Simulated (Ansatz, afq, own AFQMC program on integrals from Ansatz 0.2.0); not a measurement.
# BSiH2, quartet → BSiH2⁺, quintet

```xyz
4

Si    0.0000   -0.0471    0.5518
B     0.0000   -0.0605   -1.3633
H     0.0000    1.1711    1.4474
H     0.0000    0.7893   -2.2001
```

Connectivity, by distances: SiH–BH.

E(quintet, charge +1) − E(quartet, charge +0) at this geometry, on UHF and UHF determinants.

Basis cc-pVTZ. Only valence electrons are correlated. AFQMC by an in-house program on the Cholesky factors that Ansatz 0.2.0 writes for its CCSD(T) run. ph-AFQMC/CISD is guided by a CISD state made of CCSD amplitudes; releasing the constraint for a short imaginary time cuts its bias at the price of noise, slowly where states lie close. Uncertainties: one standard error, sampling alone. The errors of all members are added in quadrature.

No full CI on the walks' own integrals is used here; CCSDT(Q) serves as the reference and is uncertain by about the last step of the cluster series. Each member takes its own surest rung, up to full CI.

The best estimate is CCSD(T) at the basis-set limit (CBS: def2-TZVPP and def2-QZVPP, with their diffuse functions for anions and beside diffuse sets, CCSD(T) itself extrapolated) plus the step from CCSD(T) to CCSDT(Q) in cc-pVTZ. Rows without CBS are in cc-pVTZ; B2PLYP and the wave-function rows carry a basis error of their own. Core correlation and relativity beyond core potentials are missing, and ± holds the sampling alone.

Cautions: BSiH₂ (quartet): lower spins were not checked, the released energies are still falling, so no released level is given (meV from the phaseless value at times in 1/Eh: 1 ± 4 at 0.24, 0 ± 4 at 0.51, -6 ± 4 at 0.99, -8 ± 4 at 1.62, -16 ± 7 at 2.40), though the last usable value meets CCSDT(Q) within the noise; BSiH₂⁺ (quintet): another spin lies lower, raised T1 diagnostic (T1 0.045, weight of the determinant 0.87, largest double 0.08), its ph-AFQMC/CISD value lies 32 ± 4 meV above CCSDT(Q); this isn't the first ionization; core correlation is missing, and it shifts such a gap most where an s electron is promoted.

| level | vertical ionization energy (kcal/mol) |
| --- | --- |
| r2SCAN | 268.0 |
| B2PLYP | 272.0 |
| HF | 253.3 |

**Question.** From these cheaper values, estimate the vertical ionization energy at the level of the best estimate.

**Answer.** 273.5 kcal/mol (best estimate, highest rung CCSDT(Q)).

```json
{"level": "MP2", "vertical ionization energy (kcal/mol)": "272.7", "error against the best estimate (kcal/mol)": "-0.8"}
{"level": "CCSD", "vertical ionization energy (kcal/mol)": "271.5", "error against the best estimate (kcal/mol)": "-2.0"}
{"level": "CCSD(T)", "vertical ionization energy (kcal/mol)": "271.6", "error against the best estimate (kcal/mol)": "-1.9"}
{"level": "CCSDT", "vertical ionization energy (kcal/mol)": "271.3", "error against the best estimate (kcal/mol)": "-2.2"}
{"level": "CCSDT(Q)", "vertical ionization energy (kcal/mol)": "271.2", "error against the best estimate (kcal/mol)": "-2.2"}
{"level": "ph-AFQMC/CISD", "vertical ionization energy (kcal/mol)": "271.7 ± 0.1", "error against the best estimate (kcal/mol)": "-1.8 ± 0.1"}
{"level": "HF/CBS", "vertical ionization energy (kcal/mol)": "252.7", "error against the best estimate (kcal/mol)": "-20.7"}
{"level": "MP2/CBS", "vertical ionization energy (kcal/mol)": "275.5", "error against the best estimate (kcal/mol)": "2.0"}
{"level": "CCSD(T)/CBS", "vertical ionization energy (kcal/mol)": "273.8", "error against the best estimate (kcal/mol)": "0.3"}
{"level": "PBE", "vertical ionization energy (kcal/mol)": "266.8", "error against the best estimate (kcal/mol)": "-6.7"}
{"level": "PBE0", "vertical ionization energy (kcal/mol)": "270.8", "error against the best estimate (kcal/mol)": "-2.7"}
{"level": "B3LYP", "vertical ionization energy (kcal/mol)": "272.5", "error against the best estimate (kcal/mol)": "-1.0"}
{"level": "wB97M-V", "vertical ionization energy (kcal/mol)": "272.8", "error against the best estimate (kcal/mol)": "-0.7"}
```

Correlation beyond CCSD(T) takes off 0.3 kcal/mol. Going to the basis-set limit adds 2.2 kcal/mol at CCSD(T). The perturbative (T) step is worth +0.1 kcal/mol.

Best estimates are given only where the step beyond CCSD(T) is under 0.3 eV and no member's determinant is very poor (T1 over 0.05, or 0.07 for open shells, ⟨S²⟩ too high by 0.3, two states mixed), so the hardest cases are missing from such tables.

The functionals ran in a triple-zeta set and keep a basis error of their own, a few kJ/mol for each bond in atomization energies and more for double hybrids, so close places among them and the extrapolated levels can swap.

CCSDT and higher add their correlation energy to the determinant of the CCSD(T) run, since their own runs factorise the integrals more tightly (a shift of under 2 meV). Each member of a difference takes its own highest rung, so a best estimate needn't equal the limit plus the step of one row. A walk keeps the symmetry of its determinant, which the program's search chose and which needn't be the lowest solution, so a lower state of the same spin and another symmetry isn't excluded.
